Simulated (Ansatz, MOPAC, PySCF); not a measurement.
System: trans-butane, C4H10, net charge 0, singlet state. SMILES: CCCC
Geometry from a B3LYP-D3(BJ)/def2-TZVP (Ansatz, a first-principles code) optimisation:
```xyz
14

C      0.6994     1.8273     0.0005
C      0.7016     0.3014     0.0009
C     -0.7016    -0.3014    -0.0009
C     -0.6994    -1.8273    -0.0005
H      1.7140     2.2299     0.0018
H     -1.7140    -2.2299    -0.0018
H      0.1846     2.2193     0.8812
H      0.1869     2.2190    -0.8816
H     -0.1869    -2.2190     0.8816
H     -0.1846    -2.2193    -0.8812
H      1.2502    -0.0651    -0.8732
H      1.2478    -0.0648     0.8765
H     -1.2478     0.0648    -0.8765
H     -1.2502     0.0651     0.8732
```
Charge 0, spin multiplicity 1.

Unscaled harmonic wavenumbers (cm⁻¹) in rising order, each level at the stationary point that it reaches from this structure (no distance between atoms moves by over 0.3 Å); the order of modes can differ between levels, and a negative number is imaginary. B3LYP-D3(BJ)/def2-TZVP (PySCF, at the structure above): 120, 223, 260, 261, 427, 740, 816, 844, 966, 984, 1020, 1068, 1173, 1213, 1293, 1329, 1335, 1397, 1414, 1416, 1489, 1492, 1499, 1501, 1505, 1514, 3004, 3013, 3021, 3024, 3025, 3044, 3080, 3085, 3088, 3089.

AM1 (MOPAC): 80, 155, 172, 298, 472, 767, 870, 963, 996, 1033, 1182, 1209, 1212, 1221, 1256, 1257, 1351, 1393, 1394, 1395, 1395, 1406, 1409, 1436, 1439, 1449, 3006, 3027, 3061, 3061, 3062, 3064, 3084, 3101, 3156, 3156. Zero-point energy 82.9 against 82.6 kcal/mol; where all levels lie over 400 cm⁻¹, the wavenumbers are on average 1.014 times those of B3LYP-D3(BJ)/def2-TZVP.

HF/6-31G* (Ansatz): 127, 241, 277, 279, 452, 789, 877, 902, 1042, 1054, 1097, 1136, 1273, 1325, 1410, 1452, 1454, 1544, 1565, 1567, 1634, 1637, 1643, 1645, 1650, 1657, 3183, 3189, 3196, 3199, 3202, 3222, 3255, 3260, 3261, 3262. Zero-point energy 88.6 against 82.6 kcal/mol; where all levels lie over 400 cm⁻¹, the wavenumbers are on average 1.077 times those of B3LYP-D3(BJ)/def2-TZVP.
